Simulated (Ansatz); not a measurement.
# AlNH (sextet): wave-function methods side by side, cc-pVDZ

An exercise on one series of results from a longer session: the logs are not shown, and one member is left open.

Program: Ansatz 0.2.0, Gaussian basis. Level of theory: cc-pVDZ, core rule «outside noble gas», up to 6 orbitals frozen. These are calculated values, not measurements.

To be run: UHF; CCSD(T) on ROHF; CCSD(T) on UHF; BCCD(T) on ROHF; CISD; CCSDT(Q) on ROHF; CCSDT(Q) on UHF.

32 further runs of the same task are left out: 8 for a known fault of the program, 7 that didn't finish, 17 set aside as unsound or not needed.

**The geometry**

The geometry is a PBE0/def2-TZVP stationary point (not a proven minimum) of the parent state, kept for this charge and spin.

3 atoms, charge 0, spin multiplicity 6.

Atoms are counted from 1 here; the program's logs count them from 0.

Bond lengths: Al1–N2 1.919 Å, Al1–H3 1.612 Å. Angles: N2–Al1–H3 112.5°.

The first run:

File in.yaml:

```yaml
crystal:
  periodic: [false, false, false]
  atoms:
    - {symbol: Al, position_ang: [0.000000, -0.104664, 0.617425]}
    - {symbol: N, position_ang: [0.000000, 0.107524, -1.289743]}
    - {symbol: H, position_ang: [0.000000, 1.307572, 1.394905]}
basis:
  gaussian: {orbitals: cc-pVDZ}
magnetization: {spin_polarized: true, initial_magnetization: 5}
hamiltonian: {xc: hf}
output: {orbitals: {seedname: orbitals}}
```

Run with:

```bash
$ ansatz run in.yaml --threads 1 --pin off --events-out ev --progress --plain --max-ram 2393MiB
```

Among the steps run: UHF; CCSD(T) on ROHF; CCSD(T) on UHF; BCCD(T) on ROHF; CISD; CCSDT(Q) on ROHF; CCSDT(Q) on UHF.

One table of the session follows, with a row left open; its other results are not shown here.

It belongs to the step «Misses and costs». 

```
   method  from UCCSDT(Q) (kcal/mol)
     ROHF                     +95.30
      UHF                     +92.50
     RMP2                     +23.66
     UMP2                     +22.77
     CISD                      +5.96
    RCCSD                      +2.80
    UCCSD                      +2.68
 RCCSD(T)                      +0.85
 UCCSD(T)                      +0.78
  BCCD(T)                      +0.80
   RCCSDT                      +0.13
   UCCSDT                      +0.08
RCCSDT(Q)                          ?
UCCSDT(Q)                          0
```

Q: Estimate the row for RCCSDT(Q) from the others.

The run gave: from UCCSDT(Q) (kcal/mol): +0.06. In the column «from UCCSDT(Q) (kcal/mol)» it lies between UCCSDT(Q) (0) and UCCSDT (+0.08).

To keep in mind: Restricted and unrestricted rows rest on different reference determinants; where their highest levels disagree by more than a few hundredths of an eV, they describe different states and don't form one ladder.
